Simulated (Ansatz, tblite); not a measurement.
Cost and result up the ladder for MgMeCl (CH3ClMg) (6 atoms). Charge 0, multiplicity 1. Geometry: r2SCAN-D4/def2-TZVP.

Cartesian coordinates in Å:
```
Mg 0.290 0.949 -0.703
C -0.206 -0.655 0.506
H -0.590 -0.335 1.478
H 0.659 -1.298 0.697
H -0.976 -1.281 0.045
Cl 0.823 2.619 -2.023
```

Ansatz on 4 threads of Arm Neoverse V1 on a shared host; xTB runs through tblite on one thread. Times are rough, summed over both states, and most runs start from the orbitals of an earlier one. PBE0-D4/def2-TZVP serves as the yardstick here, not as an exact answer. The other state is a triplet.

The xTB rows come from tblite. HOMO above LUMO, or a gap near zero within one spin, warns that the state may not be the lowest or that an electron is smeared out.

xTB has no spin-polarisation term.

```
                         level  functions  wall time  vertical triplet (eV)  difference from PBE0-D4/def2-TZVP (eV)                                  remarks
                      GFN1-xTB         23    0.006 s                   4.06                                   -0.61                                        –
                      GFN2-xTB         25    0.007 s                   2.92                                   -1.75                                        –
             PBE0-D4/def2-TZVP        118      2.9 s                   4.67                                    0.00                                        –
           r2SCAN-D4/def2-TZVP        118      5.2 s                   4.54                                   -0.13                                        –
PBE-D4/def2-TZVP (with forces)        118      5.6 s                   4.52                                   -0.15  gap within one spin near zero (triplet)
```
